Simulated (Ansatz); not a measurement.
# C3H5 (charge +1), singlet: energies of several shapes or isomers

Computed with Ansatz's Gaussian-basis code (development build); NEVPT3, MRCISD by development code. Basis aug-cc-pVTZ, nonrelativistic, 3 orbitals frozen in the corrections; active space CAS(2,3). Restricted Hartree–Fock, then the lowest state-specific CASSCF solution met for each case. Coupled cluster stands on the determinant that it favours, not always the lowest RHF. Single-reference values can break down or jump between states where bonds are stretched. Solutions in different active orbitals can move differences by tenths of an eV and at times more than 1 eV.

Case A:

```
atom    x (Å)    y (Å)    z (Å)
   C  -0.0538   0.4994   0.0133
   C   0.0041  -0.1830  -1.1876
   C   0.0425  -0.2415   1.1766
   H  -0.1707   1.5777   0.0419
   H   0.7774   0.0197  -1.9248
   H  -0.7283  -0.9495  -1.4332
   H   0.0050   0.2255   2.1578
   H   0.1597  -1.3230   1.1447
```

Case B:

```csv
atom,x (Å),y (Å),z (Å)
C,0.0000,-0.5026,0.0000
C,0.0000,0.2134,-1.1826
C,0.0000,0.2134,1.1826
H,0.0000,-1.5877,0.0000
H,0.0000,-0.2806,-2.1512
H,0.0000,1.3017,-1.1794
H,0.0000,-0.2806,2.1512
H,0.0000,1.3017,1.1794
```

Energy less that of case A, in eV:

```csv
case,RHF/ROHF,CASSCF,CCSD(T),SC-NEVPT2,FIC-NEVPT2,NEVPT3
B,-1.082,-1.087,-0.961,-1.019,-1.016,-1.035
```

Problem. Give the MRCISD+Q energies against case A.

Solution. B: -0.988 eV (-22.8 kcal/mol).
